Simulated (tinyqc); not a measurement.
Worked calculation: geometry optimisation on the RHF/sto-3g surface (energies and gradients from PySCF), for H2O, spin multiplicity 1. Computed by tinyqc, a small Python program that keeps every step (integrals from PySCF). Settings: charge = 0, multiplicity = 1, basis = sto-3g, optimiser = bfgs, first Hessian = 0.6, largest step = 0.1, iteration cap = 30. Command: `OMP_NUM_THREADS=1 python tinyqc.py 21407 21408 out.jsonl` (the two numbers bound the seeds that draw the settings). One thread of a shared host (Intel(R) Xeon(R) Processor @ 2.60GHz), about 0.5 s of CPU time with the checks.

## Step 1: energy and gradient

positions at the start (bohr):
```
          x         y        z
1O  0.00567   0.03213  0.09071
2H  0.01701   1.55335  1.10360
3H  0.01323  -1.60438  1.13573
```

Self-consistent energy and analytic gradient at these positions.

energy = -74.9554526 hartree

gradient (hartree/bohr):
```
             x           y           z
1O   0.0004736   0.0611991   0.0426317
2H  -0.0003920  -0.0000222  -0.0423470
3H  -0.0000816  -0.0611770  -0.0002846
```

## Step 1: move

Quasi-Newton step p = -H^(-1) g (first H = 0.6 times the unit matrix); steps longer than 0.1 bohr are cut back (factor 0.570 here).

positions after step 1 (bohr):
```
          x         y        z
1O  0.00522  -0.02596  0.05024
2H  0.01738   1.55338  1.14380
3H  0.01331  -1.54631  1.13600
```

## Step 2: energy and gradient

As before.

energy = -74.9607224 hartree

gradient (hartree/bohr):
```
             x           y           z
1O   0.0001407  -0.0269765   0.0189671
2H   0.0000598   0.0444425   0.0002581
3H  -0.0002005  -0.0174659  -0.0192252
```

## Step 2: move

inverse Hessian in use (bohr^2/hartree), lower triangle:
```
          1         2         3         4         5        6        7        8
1   1.66668
2  -0.00111   1.09935
3   0.00196  -0.04119   1.88458
4   0.00000   0.00257  -0.00047   1.66666
5   0.00322   0.41678   0.29020  -0.00267   1.66636
6  -0.00056   0.21997  -0.09173  -0.00068  -0.28833  1.63388
7  -0.00002  -0.00146  -0.00149   0.00001  -0.00056  0.00124  1.66667
8  -0.00211   0.15053  -0.24902   0.00010  -0.41648  0.06836  0.00202  1.93261
9  -0.00140  -0.17878  -0.12619   0.00115  -0.00187  0.12451  0.00025  0.18065

         9
9  1.66834
```

Quasi-Newton step p = -H^(-1) g (the inverse Hessian comes from BFGS updates; coordinates in the order x, y, z of each atom); steps longer than 0.1 bohr are cut back (factor 0.821 here).

positions after step 2 (bohr):
```
          x         y        z
1O  0.00480  -0.01689  0.00383
2H  0.01748   1.49132  1.16322
3H  0.01362  -1.49333  1.16298
```

## Convergence

Stop when the largest gradient component is below 3e-5 hartree/bohr. The inverse Hessian follows the BFGS update with s = step, y = change of gradient.

Course of the optimisation:
```
step  E (hartree)  largest gradient (hartree/bohr)
1     -74.9554526                         6.12e-02
2     -74.9607224                         4.44e-02
3     -74.9646350                         2.53e-02
4     -74.9658067                         9.26e-03
5     -74.9658776                         5.14e-03
6     -74.9659011                         1.33e-04
7     -74.9659012                         1.31e-05
```

Final distances (angstrom):
```
pair   distance
2H-1O   0.98940
3H-1O   0.98940
3H-2H   1.51613
```

Converged in 7 steps.
